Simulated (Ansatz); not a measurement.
Relaxation of CH8BP (11 atoms, charge 0, multiplicity 1), to a largest force component of 0.03 eV/Å in at most 50 steps.

These are results of Ansatz 0.2.0, RKS B3LYP/6-31G*, not measurements.

```xyz
11
Properties=species:S:1:pos:R:3:forces:R:3
B 0.113 -0.749 -0.126 0.01 -0.20 -0.24
C -0.161 0.228 2.489 -0.01 -0.09 0.11
H -0.895 0.401 3.281 -0.03 0.00 0.01
H 0.814 0.005 2.930 -0.01 0.01 0.03
H -0.080 1.118 1.861 -0.04 -0.01 0.00
H 1.180 -0.243 0.022 0.03 0.01 0.00
H -0.824 -0.085 -0.445 0.00 -0.02 -0.02
P -0.116 -2.613 0.195 0.01 -0.11 -0.19
H -0.958 -2.982 -0.885 -0.01 0.00 0.00
H 1.095 -3.151 -0.310 0.02 0.01 -0.02
H -0.487 -0.648 1.903 0.01 0.39 0.33
```

Task: Where does it end, and by what steps?

Result: The forces met the threshold. The force dipped under the threshold on the way, but the program's further checks kept it going. After 14 steps the energy has fallen by 0.202 eV; H11 moved furthest, 1.07 Å.

| step | energy less start (eV) | largest force component (eV/Å) | accepted |
| --- | --- | --- | --- |
| 0 | 0.0000 | 0.394 | yes |
| 1 | -0.1237 | 0.246 | yes |
| 2 | -0.1668 | 0.194 | yes |
| 3 | -0.1827 | 0.368 | yes |
| 4 | -0.1962 | 0.085 | yes |
| 5 | -0.1899 | 0.366 | no |
| 6 | -0.1660 | 0.665 | no |
| 7 | -0.1979 | 0.012 | yes |
| 8 | -0.1996 | 0.048 | yes |
| 9 | -0.2006 | 0.054 | yes |
| 10 | -0.2013 | 0.034 | yes |
| 11 | -0.2016 | 0.030 | yes |
| 12 | -0.2017 | 0.035 | yes |
| 13 | -0.2018 | 0.036 | yes |
| 14 | -0.2020 | 0.011 | yes |

```xyz
11
Properties=species:S:1:pos:R:3
B 0.201 -1.019 -0.707
C -0.239 0.551 3.123
H -0.905 1.107 3.789
H 0.747 0.460 3.587
H -0.147 1.085 2.173
H 1.253 -0.512 -0.467
H -0.739 -0.345 -1.001
P -0.046 -2.844 -0.361
H -0.938 -3.290 -1.364
H 1.145 -3.466 -0.802
H -0.650 -0.446 2.944
```

Whether the end is a true minimum wasn't checked by a vibrational analysis.

Time of the run: 23 s on 1 thread of Intel(R) Xeon(R) 6975P-C (Granite Rapids), with other jobs on the host, peak memory 0.15 GiB.
